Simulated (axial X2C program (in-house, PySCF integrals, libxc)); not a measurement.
## Worked dissociation energy of Mg₂: MP2, two-component

Computed with an in-house all-electron X2C program for linear molecules (integrals from PySCF). Two-component (2c) means X2C with spin–orbit coupling and atomic mean-field two-electron Coulomb and Gaunt terms. Basis: Mg dyall-cv3z [9s8p6d3f] (cores contracted in-house); Gaussian nuclei, density fitting, unrestricted open shells. Masses: Mg 23.985 u.

Molecular state: Ω = 0 (closed shell).

Correlated methods: 4 electrons correlated (number of frozen shells: Mg 2 s, 1 p), 288 virtual spin orbitals or spinors in MP2.

```
E(Mg) (2M_J = 0) : -199.924867 hartree
E(Mg₂) at Re     : -399.851051 hartree
ωe               : 42.3 cm⁻¹
ωexe             : 1.71 cm⁻¹
```

Q: Work out De and D0.

A: De = -199.924867 + (-199.924867) − (-399.851051) = 0.00132 hartree = 0.036 eV. The zero-point energy is ωe/2 − ωexe/4 = 21 cm⁻¹ = 0.003 eV, so D0 = 0.033 eV.

The state is a single determinant with fixed occupations, the lowest that a limited PBE0 search found. Dissociation energies refer to the lowest single-determinant-based atoms at the same level and basis.

The levels of this run spread widely (ωe from 42 to 91 cm⁻¹), so these constants depend on the method.

Each atomic determinant is the lowest at this level and need not be a pure J level. Totals compare only within one Hamiltonian and basis.
